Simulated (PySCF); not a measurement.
C₅H₈N (doublet state).
Geometry (GFN2-xTB, Å), atoms numbered from 1 in this order:
```xyz
14
C5H8N angstrom
C      1.885    0.511    0.684
C      0.485    0.281    0.248
N     -0.448    1.112    0.446
C     -1.689    0.602   -0.091
C     -1.366   -0.724   -0.675
C      0.075   -0.986   -0.475
H      2.198   -0.279    1.366
H      2.552    0.492   -0.177
H      1.966    1.473    1.183
H     -2.081    1.323   -0.824
H     -2.434    0.559    0.717
H     -2.065   -1.375   -1.157
H      0.637   -1.111   -1.412
H      0.284   -1.879    0.130
```

The species is `CC1=NC[CH]C1` [radical].

Level of theory: PySCF 2.14.0, UKS B3LYP, pcH-1 on C H N, non-relativistic, mean-field spin-orbit, GIAO. Geometry: GFN2-xTB; no solvent, vibrations or thermal averaging. A GFN2-xTB geometry isn't a minimum of the functional, and hyperfine couplings can be far from their values at a DFT geometry. No stability test was run, so a lower SCF solution isn't excluded.

Task: The isotropic 13C couplings are +89.0, -36.4, -34.2 MHz. Assign them to C4; C5; C6.

Result: 
| site | a_iso (MHz) | ρ(0) (bohr⁻³) | position | distance from C5 (Å) | spin population | largest \|T\| (MHz) |
| --- | --- | --- | --- | --- | --- | --- |
| C4 | -34.2 | -0.0305 | 1 bond from C5 | 1.49 | -0.08 | 2.1 |
| C5 | +89.0 | +0.0791 | largest spin population | 0.00 | +1.02 | 162.6 |
| C6 | -36.4 | -0.0324 | 1 bond from C5 | 1.48 | -0.09 | 2.2 |

Task: The isotropic 1H couplings, averaged over equivalent nuclei, are +122.0, +111.9, -63.7, -0.1 MHz. Assign them to H7/H8/H9; H10/H11; H12; H13/H14.

Result: 
```tsv
site	a_iso (MHz)	ρ(0) (bohr⁻³)	position	distance from C5 (Å)	bound to	spin population there	largest |T| (MHz)
H7/H8/H9	-0.1	0.0000	4 bonds from C5	4.22	C1	0.00	1.9
H10/H11	+111.9	+0.0250	β, 2 bonds from C5	2.17	C4	-0.08	8.7
H12	-63.7	-0.0142	α, 1 bond from C5	1.07	C5	+1.02	39.0
H13/H14	+122.0	+0.0273	β, 2 bonds from C5	2.17	C6	-0.09	8.7
```

ρ(0) is the spin density at the nucleus and T the dipolar tensor; entries for several nuclei are means. The largest Mulliken spin populations are on C5 (+1.02), C6 (-0.09) and C4 (-0.08). C5 is the only atom above +0.15. The angles at C5 add up to 360.0°, so it is planar; its axial dipolar tensor and the negative coupling of its proton fit spin in a p orbital normal to that plane.

Examples of negative spin density at the nucleus (bohr⁻³): C6 (-0.0324), C4 (-0.0305) and H12 (-0.0142).

Means are taken over nuclei equivalent by connectivity, which assumes that they swap fast.
